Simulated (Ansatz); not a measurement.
SiH3F: a line through the functionals

SiH3F: 5 atoms, total charge 0, spin state singlet. As SMILES, `F[SiH3]`. Geometry: relaxed at PBE0-D4/def2-TZVP.

The vertical energy of the triplet above the singlet y, in eV, basis def2-TZVPP; a is the functional's share of exact exchange. Programs: Ansatz 0.2.0.

| functional | program | a | y (eV) |
| --- | --- | --- | --- |
| PBE | Ansatz | 0 | 7.02 |
| BLYP | Ansatz | 0 | 7.17 |
| B3LYP | Ansatz | 0.2 | 7.55 |
| PBE0 | Ansatz | 0.25 | 7.47 |
| r2SCAN0 | Ansatz | 0.25 | ? |
| BHLYP | Ansatz | 0.5 | 8.00 |

Fit y = c + s·a to the known rows and predict r2SCAN0.


1. Means of the 5 rows: a = 0.1900, y = 7.442.
2. Σ(Δa)² = 0.172, Σ(Δa·Δy) = 0.3076, so the slope is 0.3076/0.172 = 1.7884.
3. Intercept: 7.442 − (1.7884) × 0.1900 = 7.102. The largest residual of the fit is 0.090.
4. r2SCAN0: 7.102 + (1.7884) × 0.25 = 7.55 eV.

The run gave 7.58 eV, so the prediction is off by -0.03 eV, within the scatter of the fit. The rows mix families of semi-local functionals, which the line can't see.
